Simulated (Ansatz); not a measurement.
# CH4N2S: up Jacob's ladder to CCSD(T)

An exercise on one series of results from a longer session: the logs are not shown, and one member is left open.

Program: Ansatz 0.2.0, Gaussian basis. Level of theory: functionals in def2-TZVPP, the program's frozen cores in correlated methods. These are calculated values, not measurements.

Levels to be run: LDA (SPW92), PBE-D4, revPBE-D4, BLYP-D4, r2SCAN-D4, B97M-V, PBE0-D4, B3LYP-D4, r2SCANh-D4, r2SCAN0-D4, HSE06-D4, BHLYP-D4, CAM-B3LYP-D4, LC-ωPBE, ωB97X-V, ωB97M-V, B2PLYP, PBE-QIDH; CCSD(T)/def2-SVP; CCSD(T)/def2-TZVPP; MP2/def2-QZVPP; extrapolation to the limit; RPA on PBE.

## The relaxed structure

An earlier PBE0-D4 in a triple-zeta def2 set relaxation fixed the geometry.

SMILES `N=C(N)S`, 8 atoms, charge 0, spin multiplicity 1.

Atoms are counted from 1 here; the program's logs count them from 0.

Bond lengths: N1–C2 1.265 Å, N1–H5 1.014 Å, C2–N3 1.371 Å, C2–S4 1.787 Å, N3–H6 1.010 Å, N3–H7 1.006 Å, S4–H8 1.343 Å. Angles: C2–N1–H5 112.3°, N1–C2–N3 121.8°, N1–C2–S4 123.5°, N3–C2–S4 114.7°, C2–N3–H6 112.9°, C2–N3–H7 116.8°, H6–N3–H7 114.8°, C2–S4–H8 96.8°.

As a file:

```xyz
8
charge 0, multiplicity 1
N    -0.85295    1.26436   -0.41579
C    -0.21836    0.20353   -0.14738
N     0.92823    0.21809    0.60366
S    -0.73050   -1.41682   -0.69866
H    -1.74156    1.07710   -0.86631
H     1.26500    1.15144    0.78970
H     1.64158   -0.44643    0.35579
H    -0.19933   -2.10837    0.32308
```

Set-up of the first run:

Contents of in.yaml:

```yaml
crystal:
  periodic: [false, false, false]
  atoms:
    - {symbol: N, position_ang: [-0.852949, 1.264359, -0.415787]}
    - {symbol: C, position_ang: [-0.218361, 0.203526, -0.147375]}
    - {symbol: N, position_ang: [0.928228, 0.218091, 0.603662]}
    - {symbol: S, position_ang: [-0.730503, -1.416818, -0.698660]}
    - {symbol: H, position_ang: [-1.741563, 1.077099, -0.866312]}
    - {symbol: H, position_ang: [1.264996, 1.151439, 0.789698]}
    - {symbol: H, position_ang: [1.641580, -0.446426, 0.355791]}
    - {symbol: H, position_ang: [-0.199327, -2.108371, 0.323084]}
basis:
  gaussian: {orbitals: def2-TZVPP}
hamiltonian: {xc: lda}
output: {orbitals: {seedname: orbitals}}
```

Run with:

```bash
ansatz run in.yaml --threads 4 --pin off --events-out ev --progress --plain --max-ram 10444MiB
```

Among the steps run: LDA; PBE-D4 (GGA); revPBE-D4 (GGA); BLYP-D4 (GGA); r2SCAN-D4 (meta-GGA); B97M-V (meta-GGA); B3LYP-D4 (hybrid); r2SCANh-D4 (hybrid); r2SCAN0-D4 (hybrid); HSE06-D4 (hybrid); BHLYP-D4 (hybrid); CAM-B3LYP-D4 (range-separated); LC-ωPBE (range-separated); ωB97X-V (range-separated); ωB97M-V (range-separated); B2PLYP (double hybrid); PBE-QIDH (double hybrid).

One table of the session follows, with a row left open; its other results are not shown here.

It belongs to the step «Orbital energies across the functionals». 

```
  functional  HOMO (eV)  gap (eV)
 LDA (SPW92)      -6.10      4.90
      PBE-D4      -5.94      4.94
   revPBE-D4      -5.88      4.97
     BLYP-D4      -5.80      4.88
   r2SCAN-D4      -6.21      5.48
      B97M-V      -6.25      5.50
     PBE0-D4      -7.21      7.18
    B3LYP-D4      -6.98      6.67
  r2SCANh-D4      -6.68      6.31
  r2SCAN0-D4      -7.39      7.54
    HSE06-D4      -6.81      6.40
    BHLYP-D4      -8.34      9.24
CAM-B3LYP-D4          ?         ?
     LC-ωPBE      -9.94     12.22
     ωB97X-V      -9.56     11.68
     ωB97M-V      -9.44     11.30
```

Estimate the missing values for CAM-B3LYP-D4.

As computed: HOMO (eV): -8.56; gap (eV): 9.57. In the column «HOMO (eV)» it lies between ωB97M-V (-9.44) and BHLYP-D4 (-8.34).
